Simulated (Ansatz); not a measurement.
Two isomers of C4H8O: A = `CC1COC1`, B = `OC1CCC1`.

Calculated with Ansatz (gas phase, PBE0-D4/def2-TZVP geometries, no zero-point term in ΔE). CCSD(T)/CBS adds triple-zeta CCSD(T) − MP2 to the extrapolated MP2 energy (def2 sets, frozen cores). Functionals use def2-TZVPP. B3LYP here is the variant with VWN-RPA as its local correlation; programs differ in this. Each species was taken in one conformer, which may not be the lowest.

**Question.** Which isomer does CCSD(T)/CBS put lower? Give the gap. (Best estimate.)

**Answer.** The calculation gave: B, by 8.4 kcal/mol.

**Question.** Give E(B) − E(A) in kcal/mol with PBE0-D4, r2SCAN-D4, B3LYP, PBE-D4, CCSD/def2-TZVPP, MP2/def2-TZVPP, ωB97M-V. (Estimate.)

**Answer.** Ansatz gave: PBE0-D4 -8.1, r2SCAN-D4 -7.6, B3LYP -6.4, PBE-D4 -7.4, CCSD/def2-TZVPP -7.8, MP2/def2-TZVPP -9.2, ωB97M-V -7.9. None reverses the order clearly.

Largest T1 diagnostic: 0.010.

In def2-TZVPP, CCSD(T) changes the Hartree–Fock value by −1.8 kcal/mol (the triples alone add −0.1 kcal/mol) and MP2 by −3.2 kcal/mol.
